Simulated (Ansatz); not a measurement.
# CH2SSi: functionals against CCSD(T) at one geometry

The task here is to estimate one member of a computed series from the others.

Program: Ansatz 0.2.0, Gaussian basis. Level of theory: single points in def2-TZVPP. These are calculated values, not measurements.

Correlated methods freeze the cores. B3LYP uses VWN-RPA correlation.

### The starting structure

SMILES `[SiH]#CS`, 5 atoms, charge 0, spin multiplicity 1.

Atoms are counted from 1 here; the program's logs count them from 0.

Bond lengths: Si1–C2 1.728 Å, Si1–H4 1.460 Å, C2–S3 1.747 Å, S3–H5 1.329 Å. Angles: C2–Si1–H4 175.2°, Si1–C2–S3 119.8°, C2–S3–H5 96.0°.

Coordinates:

```csv
atom,x (Å),y (Å),z (Å)
Si1,-1.3148,0.0161,-0.5315
C2,0.0944,0.5290,0.3272
S3,1.5148,-0.4881,0.3519
H4,-2.5644,-0.3240,-1.2065
H5,2.2482,0.3164,1.1145
```

Set-up of the first run:

run/in.yaml

```yaml
crystal:
  periodic: [false, false, false]
  atoms:
    - {symbol: Si, position_ang: [-1.314800, 0.016100, -0.531500]}
    - {symbol: C, position_ang: [0.094400, 0.529000, 0.327200]}
    - {symbol: S, position_ang: [1.514800, -0.488100, 0.351900]}
    - {symbol: H, position_ang: [-2.564400, -0.324000, -1.206500]}
    - {symbol: H, position_ang: [2.248200, 0.316400, 1.114500]}
basis:
  gaussian: {orbitals: def2-TZVPP}
correlation: {method: ccsd_t}
output: {forces: true}
```

The command line of these runs was not kept.

Steps of the session up to this table: CCSD(T)/def2-TZVPP; PBE0-D4/def2-TZVPP; wB97M-V/def2-TZVPP; r2SCAN-D4/def2-TZVPP; PBE-D4/def2-TZVPP; B3LYP-D4/def2-TZVPP; SPW92/def2-TZVPP.

One of the session's tables, all rows but one given; the rest of the session is left out.

| method | RMS force component (eV/Å) | angle to CCSD(T) forces (°) | dipole (D) |
| --- | --- | --- | --- |
| CCSD(T) | 0.837 | reference | 1.88 |
| PBE0-D4 | 1.046 | 15.3 | 2.11 |
| wB97M-V | 1.136 | 12.3 | 2.40 |
| r2SCAN-D4 | ? | ? | ? |
| PBE-D4 | 0.885 | 16.8 | 1.74 |
| B3LYP-D4 | 0.982 | 10.5 | 2.06 |
| SPW92 | 1.080 | 22.1 | 1.78 |

Q: Estimate the row for r2SCAN-D4 from the others.

**Answer.** RMS force component (eV/Å): 0.948; angle to CCSD(T) forces (°): 14.4; dipole (D): 1.89. In the column «RMS force component (eV/Å)» it lies between PBE-D4 (0.885) and B3LYP-D4 (0.982).
